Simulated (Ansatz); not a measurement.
# fcc Pb

All values below come from r²SCAN (Ansatz, a first-principles code, PAW).

Run with plane-wave cutoff 500 eV, 18×18×1 k mesh (along the axes of the cell as run), Fermi–Dirac smearing 0.1 eV, scalar-relativistic PAW data made under PBE.

Cell: relaxed at this level.

- surface energy of the (111) face: 0.29 J/m²
- work function of the (111) face: 3.90 eV

The slab of 6 atoms is relaxed and unreconstructed.

Spin–orbit coupling is not included; it can shift volumes and moduli of such heavy elements.

Computing time: around 6 core-minutes (rough).
